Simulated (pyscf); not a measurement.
Structures and frequencies: ωB97X-D3(BJ)/def2-SVP in PySCF. MP2 and CC: frozen core, UHF for open shells. ΔMP2 is the change of the MP2 total energy from the triple- to the quadruple-zeta basis.

Q: How much does it cost (ΔH, 298 K, CCSD(T)/def2-TZVPP + ΔMP2(QZVPP)) to split `[Cl][SbH2]` at its Cl–Sb bond into Cl• + SbH₂•?

A: Cl–Sb to Cl• + SbH₂•: 315.8 kJ/mol. The CCSD(T) − MP2 part came from Ansatz, without density fitting, on the same reference. The frozen core leaves the outer d or s,p core shells of the metals and heavy elements correlated in the MP2 and CC values, and def2-TZVPP describes them poorly, which can shift differences by a few kcal/mol. Left out: the spin-orbit lowering of Cl. Elements past Kr carry the def2 core potentials, without spin-orbit coupling.
